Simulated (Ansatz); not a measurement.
# AlPN (doublet): from Hartree-Fock to the top rungs, def2-TZVPP

An exercise on one series of results from a longer session: the logs are not shown, and one member is left open.

Computed with Ansatz 0.2.0, Gaussian basis. Level: def2-TZVPP, core rule «outside noble gas», up to 11 orbitals frozen.

Plan: UHF; ROHF; CCSD(T) on UHF.

2 further runs of the same task are left out: 2 set aside as unsound or not needed.

## What is computed

The geometry is a PBE0/def2-TZVP stationary point (not a proven minimum).

3 atoms, charge 0, spin multiplicity 2.

Atoms are counted from 1 here; the program's logs count them from 0.

Bond lengths: Al1–N3 1.822 Å, P2–N3 1.528 Å. Angles: Al1–N3–P2 180.0°.

Coordinates:

```xyz
3
AlNP
Al    0.0000    0.0000    1.7238
P     0.0000    0.0000   -1.6260
N     0.0000    0.0000   -0.0978
```

Set-up of the first run:

in.yaml reads:

```yaml
crystal:
  periodic: [false, false, false]
  atoms:
    - {symbol: Al, position_ang: [0.000000, 0.000000, 1.723793]}
    - {symbol: P, position_ang: [0.000000, 0.000000, -1.626028]}
    - {symbol: N, position_ang: [0.000000, 0.000000, -0.097765]}
basis:
  gaussian: {orbitals: def2-TZVPP}
magnetization: {spin_polarized: true, initial_magnetization: 1}
hamiltonian: {xc: hf}
output: {orbitals: {seedname: orbitals}}
```

Run with:

```console
> ansatz run in.yaml --threads 1 --pin off --events-out ev --progress --plain --max-ram 4096MiB --backend cpu
```

Steps of the session up to this table: UHF; ROHF; CCSD(T) on UHF.

One of the session's tables, all rows but one given; the rest of the session is left out.

It belongs to the step «Misses and costs». 

| method | from UCCSD(T) (kcal/mol) |
| --- | --- |
| ROHF | +262.56 |
| UHF | +258.98 |
| UMP2 | +27.89 |
| UCCSD | ? |
| UCCSD(T) | 0 |

Q: Estimate the row for UCCSD from the others.

**Answer.** from UCCSD(T) (kcal/mol): +13.88. In the column «from UCCSD(T) (kcal/mol)» it lies between UCCSD(T) (0) and UMP2 (+27.89).

With the free atoms at the same levels and basis (separate runs), the atomisation energy is 7.883 eV at UCCSD(T), 4.057 eV at ROHF.
